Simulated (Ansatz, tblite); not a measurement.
# [B(CN)H3]- (CH3BN−): a ladder of methods and basis sets

Aim: run the singlet of [B(CN)H3]- (CH3BN−) at one geometry on many levels, and compare frontier levels, spin and run time.

Program: Ansatz 0.2.0, Gaussian basis. Level of theory: as each input shows. These are calculated values, not measurements.

Levels to be run: GFN1-xTB, GFN2-xTB, PBE-D4/def2-TZVPD, r2SCAN-D4/def2-TZVPD, CAM-B3LYP-D4/def2-TZVPD, r2SCANh-D4/def2-TZVPD, HF/def2-TZVPD, revPBE-D4/def2-TZVPD, B97M-V/def2-TZVPD, r2SCAN0-D4/def2-TZVPD, ωB97M-V/def2-TZVPD, PBE-D4/def2-SVPD, PBE0-D4/def2-SVPD, HF/STO-3G, CCSD(T)/def2-TZVPPD, MP2/def2-TZVPD, RPA/def2-TZVPD.

## Step 1: The geometry

The singlet was relaxed beforehand with r2SCAN-D4/def2-TZVPD.

6 atoms, charge -1, spin multiplicity 1.

Bond lengths: B1–C2 1.577 Å, B1–H4 1.226 Å, B1–H5 1.226 Å, B1–H6 1.226 Å, C2–N3 1.164 Å. Angles: C2–B1–H4 109.0°, C2–B1–H5 109.0°, C2–B1–H6 109.0°, H4–B1–H5 109.9°, H4–B1–H6 109.9°, H5–B1–H6 109.9°, B1–C2–N3 180.0°.

The ion is computed in the gas phase, without counter-ions or solvent.

PBE0-D4/def2-TZVPD was run before; its log isn't repeated, and its numbers join the tables.

## Step 2: GFN1-xTB

Tight binding, by tblite at 300 K electronic temperature and without a spin-polarisation term:

```python
tblite.interface.Calculator('GFN1-xTB', numbers, positions, charge=-1, uhf=0).singlepoint()
```

Energy -231.1012 eV, HOMO -5.63 eV, LUMO 0.35 eV; 0.003 s.

## Step 3: GFN2-xTB

Tight binding, by tblite at 300 K electronic temperature and without a spin-polarisation term:

```python
tblite.interface.Calculator('GFN2-xTB', numbers, positions, charge=-1, uhf=0).singlepoint()
```

Energy -217.5684 eV, HOMO -4.56 eV, LUMO 0.74 eV; 0.002 s.

## Step 4: PBE-D4/def2-TZVPD

start.molden holds the orbitals of an earlier run on this state, given as this run's starting guess.

File in.yaml:

```yaml
crystal:
  periodic: [false, false, false]
  atoms:
    - {symbol: B, position_ang: [-0.007822, -0.000813, -0.520060]}
    - {symbol: C, position_ang: [0.015749, 0.001691, 1.056493]}
    - {symbol: N, position_ang: [0.033308, 0.003494, 2.220468]}
    - {symbol: H, position_ang: [1.144934, 0.004097, -0.936184]}
    - {symbol: H, position_ang: [-0.597924, 0.999315, -0.911918]}
    - {symbol: H, position_ang: [-0.588254, -1.007794, -0.908800]}
basis:
  gaussian: {orbitals: def2-TZVPD, initial_orbitals: start.molden}
total_charge: -1
hamiltonian: {xc: pbe, dispersion: d4}
scf: {omitted_lower_state_checks: [starts]}
output: {orbitals: {seedname: orbitals}}
```

Run with:

```bash
ansatz run in.yaml --threads 4 --pin off --events-out ev --progress --plain --max-ram 3916MiB
```

After this run come: r2SCAN-D4/def2-TZVPD; CAM-B3LYP-D4/def2-TZVPD; r2SCANh-D4/def2-TZVPD; HF/def2-TZVPD; revPBE-D4/def2-TZVPD; B97M-V/def2-TZVPD; r2SCAN0-D4/def2-TZVPD; ωB97M-V/def2-TZVPD; PBE-D4/def2-SVPD; PBE0-D4/def2-SVPD; HF/STO-3G; CCSD(T)/def2-TZVPPD; MP2/def2-TZVPD; RPA/def2-TZVPD.

Q: Predict the results of all the runs planned. Wanted: gap in def2-TZVPD, named functionals and Hartree-Fock, smallest and largest; correlation energy, CCSD(T)/def2-TZVPPD; correlation energy, MP2/def2-TZVPD; PBE0 total energy, smallest basis above largest.

**Answer**, as computed:

```
                                                                   quantity                               value
gap in def2-TZVPD, named functionals and Hartree-Fock, smallest and largest  4.92 eV (revPBE-D4), 10.57 eV (HF)
                                    correlation energy, CCSD(T)/def2-TZVPPD                           -14.30 eV
                                         correlation energy, MP2/def2-TZVPD                           -12.95 eV
                            PBE0 total energy, smallest basis above largest     3.54 eV (def2-SVPD, def2-TZVPD)
```

**Reading.** Over the named functionals and Hartree-Fock in def2-TZVPD the gap runs from 4.92 eV (revPBE-D4) to 10.57 eV (HF); exact exchange widens it.
